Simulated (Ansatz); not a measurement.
# BH2F + H2S: a complex and its separated parts

Aim: how far the complex at one end of a reaction step lies below its separated, relaxed parts, level by level.

Method: PBE0-D4/def2-TZVP structures, single points in def2-TZVPP, no counterpoise correction; program: Ansatz 0.2.0, Gaussian basis.

Levels: SPW92, PBE-D4, BLYP-D4, r2SCAN-D4, B97M-V, PBE0-D4, B3LYP-D4, r2SCAN0-D4, BHLYP-D4, CAM-B3LYP-D4, wB97X-V, wB97M-V, B2PLYP, PBE-QIDH, RPA on PBE, Hartree-Fock, MP2, CCSD, CCSD(T).

Cores are frozen in the correlated methods. B3LYP uses VWN-RPA correlation. B2PLYP carries no dispersion term here.

78 further runs of the same task are left out: 78 set aside as unsound or not needed.

## Step 1: The system as given

The complex: 7 atoms, charge 0, spin multiplicity 1.

Atoms are counted from 1 here; the program's logs count them from 0.

Bond lengths: B1–F2 1.365 Å, B1–H3 1.208 Å, B1–H4 1.208 Å, H5–S6 1.344 Å, S6–H7 1.344 Å. Angles: F2–B1–H3 116.6°, F2–B1–H4 116.6°, H3–B1–H4 117.9°, H5–S6–H7 92.7°.

Coordinates:

```
B    -0.8109   -0.4576   -0.0095
F    -0.5270   -0.8297   -1.2915
H    -0.7138   -1.3140    0.8366
H    -1.6650    0.3844    0.1329
H     1.8691   -0.0602    0.1938
S     0.8720    0.7407    0.6083
H     0.9758    1.5363   -0.4705
```

Its parts: BH2F holds atoms 1, 2, 3, 4; H2S holds atoms 5, 6, 7. Each part counts its atoms afresh in its own runs.

## Step 2: Relaxing BH2F alone

File relax-a/in.yaml:

```yaml
crystal:
  periodic: [false, false, false]
  atoms:
    - {symbol: B, position_ang: [-0.810908, -0.457563, -0.009526]}
    - {symbol: F, position_ang: [-0.527046, -0.829741, -1.291469]}
    - {symbol: H, position_ang: [-0.713821, -1.313973, 0.836573]}
    - {symbol: H, position_ang: [-1.665047, 0.384441, 0.132893]}
basis:
  gaussian: {orbitals: def2-TZVP}
hamiltonian: {xc: pbe0, dispersion: d4}
relax: {f_tol: 0.005, max_steps: 200}
```

Run with:

```console
ansatz run in.yaml --threads 2 --pin off --events-out ev --progress --plain --max-ram 4352MiB
```

Further steps of the session: Relaxing H2S alone; SPW92/def2-TZVPP; PBE-D4/def2-TZVPP; BLYP-D4/def2-TZVPP; r2SCAN-D4/def2-TZVPP; B97M-V/def2-TZVPP; PBE0-D4/def2-TZVPP; B3LYP-D4/def2-TZVPP; r2SCAN0-D4/def2-TZVPP; BHLYP-D4/def2-TZVPP; CAM-B3LYP-D4/def2-TZVPP; wB97X-V/def2-TZVPP; wB97M-V/def2-TZVPP; B2PLYP/def2-TZVPP; PBE-QIDH/def2-TZVPP; RPA on PBE/def2-TZVPP; CCSD(T)/def2-TZVPP; Vibrations of BH2F; Vibrations of H2S.

What does the calculation give? Wanted: complex less parts, CCSD(T)/def2-TZVPP; with zero-point energy; largest T1 diagnostic.

**Answer**, as computed:

| quantity | value |
| --- | --- |
| complex less parts, CCSD(T)/def2-TZVPP | -12.9 kJ/mol |
| with zero-point energy | -1.1 kJ/mol |
| largest T1 diagnostic | 0.013 |

**Reading.** At CCSD(T) the complex lies 12.9 kJ/mol below its parts. BHLYP-D4 is the best functional here (+0.9 kJ/mol from CCSD(T)); SPW92 is the worst (-51.7 kJ/mol). Mean unsigned error by rung: LDA 51.7, GGA 15.1, meta-GGA 11.7, hybrid 9.7, range-separated hybrid 5.2, double hybrid 6.4 kJ/mol. PBE-D4 gives a relative energy 24.0 kJ/mol too low, outside chemical accuracy (1 kcal/mol, 4.2 kJ/mol). No counterpoise was applied, and triple zeta lacks some correlation, so the CCSD(T) reference has a basis error of its own, and close matches with it are partly luck.
